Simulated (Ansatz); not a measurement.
Ideal-gas functions of `N=C=C(O)O` at 600 K and 1 bar, from an Ansatz frequency run at PBE0-D4/def2-TZVP.

Molar mass 73.05 g/mol, point group C1 (symmetry number 1), electronic degeneracy 1, moments of inertia 47.713, 129.574, 174.366 u Å². Harmonic wavenumbers (cm⁻¹, unscaled): 193, 230, 276, 305, 475, 501, 672, 815, 837, 1148, 1179, 1232, 1335, 1493, 2165, 3396, 3793, 3860.

Use S(trans) = R[1.5 ln M + 2.5 ln T − 1.1517]; rotational temperatures θ = 24.2544 K / I; S(rot) = R[ln(√π/σ · √(T³/θAθBθC)) + 1.5]; for each mode x = 1.438777 ν̃/T, S = R[x/(eˣ − 1) − ln(1 − e⁻ˣ)] and H = RT x/(eˣ − 1); 1 cm⁻¹ = 0.0119627 kJ/mol; R = 8.31446 J/(mol·K).

**Question.** By hand: the entropy, in J/(mol·K).

**Answer.** Translation 176.9. Rotation: θ = 0.5083, 0.1872, 0.1391 K, giving 115.0. Vibration, mode by mode: 14.79, 13.37, 11.90, 11.10, 7.67, 7.27, 5.19, 3.95, 3.79, 2.11, 1.99, 1.80, 1.48, 1.09, 0.29, 0.02, 0.01, 0.01, in all 87.8. Electronic 0.0. Sum 379.7 J/(mol·K).

**Question.** By hand: H − E and G − E in kJ/mol, counted from the electronic energy.

**Answer.** Zero-point energy ½ × 23905 × 0.0119627 = 143.0; thermal vibration 29.0; translation, rotation and pV give 4 RT = 20.0. H − E = 192.0 kJ/mol, and G − E = 192.0 − 600 × 379.7/1000 = -35.8 kJ/mol.

Vibration gives 23 % of the entropy. The sum counts one conformer and one mirror image; others add a mixing term.
